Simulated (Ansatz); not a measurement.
**Co, hcp: geometry optimisation**

Method: DFT, m-r2SCAN, plane waves (500 eV) with PAW, scalar-relativistic (Ansatz). The PAW files were generated under PBE, with cores re-solved for the functional.

k-point mesh 14×14×8, Fermi-Dirac smearing 0.05 eV, starting moments 1.70, -1.70 μB. Cell and atoms relax.

Starting structure:

```
Co
1.0
     2.50710    0.00000    0.00000
    -1.25355    2.17121    0.00000
     0.00000    0.00000    4.06860
Co
2
Cartesian
  0.0000 1.4475 1.0171
  1.2535 0.7237 3.0514
```

Q: The pressure at the start is -13.3 GPa. By how much does the volume change?

A: From 11.07 to 10.39 Å³ per atom, -6.1 %. The final cell has a = 2.458 Å, c = 3.973 Å (c/a = 1.616).

Q: How much energy does the relaxation gain?

A: 30.5 meV per atom.

Q: Which magnetic state does it end in?

A: ferromagnetic, net 1.53 μB per atom; moments -1.60 ×2 μB.

m-r²SCAN is r²SCAN on the gauge-invariant kinetic-energy density; without spin polarisation the two are equal.
